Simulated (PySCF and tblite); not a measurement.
Conformer ensemble of C5H9N, numbered as in [CH3:1][CH2:2][CH2:3][CH2:4][C:5]#[N:6]

The ensemble was built from 90 distance-geometry starts (ETKDG and KDG, MMFF94s, GFN2-xTB) and rests on PBE0-D3(BJ)/def2-SVP geometries. Energies: PBE0-D3(BJ)/def2-TZVP, with GFN2-xTB thermal terms (modes under about 100 cm⁻¹ blended into free rotors). Symmetry numbers and mirror images are counted. Conformers within 4 kcal/mol (GFN2-xTB free energy) were kept, 7 at most. GIAO shieldings: PBE0/pcSseg-1. Couplings: B3LYP/pcSseg-1 with pcJ-1 on H (gas phase; spin-dipole term only for pairs with B, N, F, Si or P). Couplings are for ¹H; a prime marks the second kind of pair between the same two sets of atoms. Shifts are against TMS (¹H), TMS (¹³C), NH3 (¹⁵N) at the same level. Codes: tblite and PySCF.

Torsions listed: C1–C2–C3–C4, C2–C3–C4–C5. Of a mirror pair one member is shown.

```csv
conformer,shape,symmetry,E(GFN2) kcal/mol,E(DFT) kcal/mol,G(298.15 K) kcal/mol,weight %,dipole D
1,"180°, 63°",C1 (pair),0.00,0.00,0.00,45.2,4.08
2,"61°, 58°",C1 (pair),0.51,0.34,0.46,20.7,4.06
3,"180°, 180°",Cs,0.08,0.21,0.49,19.6,4.38
4,"-64°, -178°",C1 (pair),0.52,0.75,0.77,12.2,4.43
5,"-67°, 75°",C1 (pair),0.93,1.55,1.76,2.3,4.10
```

Weights (%) against temperature:

| T (K) | 1 | 2 | 3 | 4 | 5 | S(mix) cal/mol/K |
| --- | --- | --- | --- | --- | --- | --- |
| 220 | 51.5 | 18.8 | 19.9 | 8.8 | 1.0 | 3.56 |
| 260 | 47.9 | 20.0 | 19.8 | 10.7 | 1.7 | 3.69 |
| 298.15 | 45.2 | 20.7 | 19.6 | 12.2 | 2.3 | 3.79 |
| 340 | 42.8 | 21.3 | 19.3 | 13.6 | 3.1 | 3.87 |
| 380 | 40.9 | 21.6 | 19.1 | 14.7 | 3.8 | 3.93 |

Averaged shifts at 298.15 K. ¹H: 2.06 (H4, 2H), 1.38 (H2, 2H), 1.36 (H3, 2H), 1.01 (H1, 3H) ppm. ¹³C: 124.2 (C5), 30.4 (C3), 24.4 (C2), 17.8 (C4), 14.9 (C1) ppm. ¹⁵N: 304.9 (N6) ppm.

Averaged couplings (Hz): ²J(H1,H1) -14.4, ³J(H1,H2) 8.2, ²J(H2,H2) -15.2, ³J(H2,H3) 10.9, ³J(H2,H3′) 6.1, ²J(H3,H3) -15.1, ³J(H3,H4) 7.8, ³J(H3,H4′) 8.2, ²J(H4,H4) -19.2.

Coordinates of conformer 1 (Å):

```xyz
15

C    -2.083   -0.477    0.043
C    -0.623   -0.370    0.454
C     0.164    0.607   -0.408
C     1.636    0.734   -0.006
C     2.378   -0.514   -0.151
N     2.948   -1.514   -0.276
H    -2.592    0.498    0.111
H    -2.180   -0.828   -0.997
H    -2.630   -1.183    0.684
H    -0.554   -0.056    1.510
H    -0.147   -1.364    0.402
H     0.104    0.304   -1.467
H    -0.289    1.610   -0.347
H     2.141    1.500   -0.616
H     1.722    1.060    1.044
```

Coordinates of conformer 2 (Å):

```xyz
15

C     1.490    0.867   -0.447
C     0.664   -0.342   -0.858
C    -0.103   -1.000    0.284
C    -1.127   -0.089    0.972
C    -2.129    0.437    0.051
N    -2.907    0.841   -0.703
H     2.077    1.252   -1.294
H     0.860    1.698   -0.092
H     2.199    0.615    0.360
H    -0.047   -0.054   -1.653
H     1.324   -1.103   -1.308
H    -0.624   -1.895   -0.091
H     0.601   -1.349    1.058
H    -1.652   -0.638    1.771
H    -0.631    0.766    1.458
```

Unscaled ¹⁵N shifts at such levels can be off by tens of ppm; differences between conformers or isomers are more reliable. Shifts are unscaled: against experiment ¹³C can be off by 15 ppm or more and ¹H by 0.8 ppm.

Search and properties took 2.7 min on 1 thread of Arm Neoverse V2, on a host shared with other jobs (rough), launched as `OMP_NUM_THREADS=1 python ens_run.py task.json out`.


¹⁵N shifts are against a computed isolated NH3 molecule, about 20 ppm from the liquid.